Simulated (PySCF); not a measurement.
CH3O, SMILES [CH2]O, multiplicity 2. Geometry: PBE-D3(BJ)/def2-TZVP. The isomer is the one that the SMILES or the coordinates give; other isomers of the formula were not compared.

Computed equilibrium geometry at PBE-D3(BJ)/def2-TZVP (PySCF confirms it by a frequency run) as Cartesian coordinates in Å:
```xyz
5

C     -0.6411     0.2329     0.1008
O      0.6005    -0.3252    -0.0618
H     -1.4561    -0.4719    -0.0426
H     -0.7736     1.3015    -0.0746
H      1.2720     0.3746     0.0062
```
Charge 0, spin multiplicity 2.
